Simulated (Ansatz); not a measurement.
This Ansatz (an electronic-structure program) input (PBE/def2-TZVPP) gives -100.39347 Eh with 45 basis functions. A basis named .json is the Basis Set Exchange file of that set (core-valence sets with the plain set on hydrogen).

Ansatz 0.2 input:
```yaml
crystal:
  periodic: [false, false, false]
  atoms:
    - {symbol: F, position_ang: [-0.00000000, -0.00000000, -0.09245367]}
    - {symbol: H, position_ang: [0.00000000, 0.00000000, 0.83208299]}
basis:
  gaussian:
    orbitals: def2-TZVPP
hamiltonian:
  xc: {name: PBE}
magnetization: {spin_polarized: false}
```

Change:
```diff
- orbitals: def2-TZVPP
+ orbitals: 6-311G__.json
```

Task: What does the run give now?

Result: -100.36945 Eh (PBE/6-311G**, 24 functions), a change of +24.02 mEh.
